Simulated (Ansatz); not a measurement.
## Diamond-structure Si

Level of theory: LDA (plane waves, PAW; Ansatz, a program for electronic structure).

Settings: plane-wave cutoff 520 eV, 12×12×12 k mesh, scalar-relativistic PAW data made under PBE.

Cell: measured lattice: a = 5.430 Å, b = 5.430 Å, c = 5.430 Å, α = 90.00°, β = 90.00°, γ = 90.00°.

```yaml
elastic constant C11: 155 GPa
elastic constant C12: 58.1 GPa
elastic constant C44: 74.4 GPa
Voigt–Reuss–Hill bulk modulus: 90.3 GPa
Voigt–Reuss–Hill shear modulus (Hill average): 62.6 GPa
young_modulus: 152 GPa
poisson_ratio: 0.218
```

Measured, for comparison: elastic constant C11 168 GPa, elastic constant C12 64.9 GPa, elastic constant C44 80.2 GPa (low temperature, zero-point motion not removed; as tabulated in Tanner et al. (2021), arXiv:2110.11888). Computed (rounded) less measured: elastic constant C11 -8 %, elastic constant C12 -10 %, elastic constant C44 -7 %.

Note: the cell isn't this level's own, so it is under some stress, which shifts stiffness and frequencies.

Elastic constants are with the ions relaxed.
